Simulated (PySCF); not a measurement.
## Bonding in N-methylacetamide

N-methylacetamide, C3H7NO.
Numbering: `[CH3:1][NH:2][C:3]([CH3:4])=[O:5]` (hydrogens: H6, H7, H8 on C1; H9 on N2; H10, H11, H12 on C4)

Cartesian coordinates in Å at the PBE0-D3(BJ)/def2-SVP level; atoms count from 1:
```
atom  x, y, z in Å
C1     1.8659    0.0911    0.3058
N2     0.5307   -0.3971    0.0795
C3    -0.5255    0.4586    0.0501
C4    -1.8716   -0.1728   -0.2285
O5    -0.3860    1.6548    0.2138
H6     2.1341    0.8632   -0.4322
H7     1.9661    0.5472    1.3044
H8     2.5777   -0.7408    0.2253
H9     0.3751   -1.3864   -0.0456
H10   -2.6237    0.3166    0.4036
H11   -1.8967   -1.2582   -0.0557
H12   -2.1462    0.0239   -1.2763
```

Bond orders from the PBE0/pcSseg-1 density (PySCF). Geometry: PBE0-D3(BJ)/def2-SVP, one conformer, isolated molecule.

(1) Where do the orders between heavy atoms depart from those drawn in the SMILES?

(2) Set the Mayer orders of the bonds between heavy atoms beside their lengths.

Answers

(1) The largest departure is 0.140, at N2–C3 (drawn single, 1.140). Drawn single, order above 1.12: N2–C3 (1.140).

(2) 
```tsv
bond	drawn as	length (Å)	Mayer order
C1–N2	single	1.440	0.941
N2–C3	single	1.360	1.140
C3–C4	single	1.513	0.989
C3–O5	double	1.215	1.920
```

Bonds between the same two heavy elements. C–N: lowest C1–N2 (0.941, 1.440 Å), highest N2–C3 (1.140, 1.360 Å).

Task: And the bonds to hydrogen?

Result: C–H: 0.94 to 0.96 (6 bonds); H–N: 0.93 (1 bond).

Task: Sum the orders of all bonds at each heavy atom with more than one neighbour and set the sums beside the valence in the SMILES.

Result: C1 3.835 (drawn 4), N2 3.013 (drawn 3), C3 4.049 (drawn 4), C4 3.848 (drawn 4). Orders between atoms that aren't bonded are not in these sums.

Mayer orders depend on the basis set.
